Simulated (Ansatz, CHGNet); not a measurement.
For zinc-blende ZnSe, the machine-learned potential CHGNet 0.3.0 (trained on PBE and PBE+U data) gives:

```
Item                               Value
------------------------------  --------
lattice constant a               5.743 Å
elastic constant C11            67.2 GPa
elastic constant C44            19.1 GPa
Voigt–Reuss–Hill shear modulus  14.9 GPa
```

Problem. What does PBE0 in Ansatz (PAW) give for the same quantities?

Solution. 
- lattice constant a: 5.695 Å (falls by 0.8 %)
- elastic constant C11: 87.9 GPa (increases by 31 %)
- elastic constant C44: 40.1 GPa (grows by 110 %)
- Voigt–Reuss–Hill shear modulus: 29.4 GPa (grows by 97 %)

For comparison: lattice constant a 5.668 Å (measured, room temperature, not corrected to a static lattice; as tabulated in Albrecht et al. (1997), arXiv:cond-mat/9706128); elastic constant C11 85.9 GPa (measured, temperature not stated, no zero-point or thermal correction; as tabulated in Oses et al. (2018), arXiv:1811.08464); elastic constant C44 40.6 GPa (measured, temperature not stated, not corrected to a static lattice; as tabulated in Oses et al. (2018), arXiv:1811.08464).

Changes are worked out from the printed values.

Unless a cell is named, each level is at its own relaxed cell (CHGNet 0.3.0 23.67, PBE0 23.09 Å³/atom).

Ansatz's density-functional and Hartree–Fock values are scalar-relativistic unless marked +SOC, with PAW data made under PBE.

Ansatz is a program for electronic structure.
